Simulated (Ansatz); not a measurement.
Input for Ansatz (development build ahead of 0.2.0):

```yaml
crystal:
  periodic: [false, false, false]
  atoms:
    - { symbol: C, position_ang: [0.0, 0.0, 0.0] }
    - { symbol: O, position_ang: [0.0, 0.0, 1.22866] }
    - { symbol: O, position_ang: [0.0, 0.0, -1.22866] }
basis:
  gaussian: { orbitals: cc-pVTZ }
hamiltonian:
  xc: hf
correlation:
  method: mp2
  frozen_orbitals: { C: 1, O: 1 }
output:
  forces: true
```

The input is written out in the form of the current development build from the run's settings.

Results

```yaml
Converged: yes
Reference_energy: -187.67557 hartree
Correlation_energy: -0.62100 hartree
Total_energy: -188.29656 hartree
Spin_squared_of_the_determinant: 0.000
Stability_test: minimum among restricted orbitals
Occupied_orbitals_by_symmetry_in_an_Abelian_subgroup_alpha;_beta: 4 Ag 3 B1u 1 B2g 1 B2u 1 B3g 1 B3u; 4 Ag 3 B1u 1 B2g 1 B2u 1 B3g 1 B3u
```

Forces (eV/Å):
```json
{"atom": "C1", "Fx": "0.000", "Fy": "0.000", "Fz": "0.000"}
{"atom": "O2", "Fx": "0.000", "Fy": "0.000", "Fz": "-5.063"}
{"atom": "O3", "Fx": "0.000", "Fy": "0.000", "Fz": "5.063"}
```
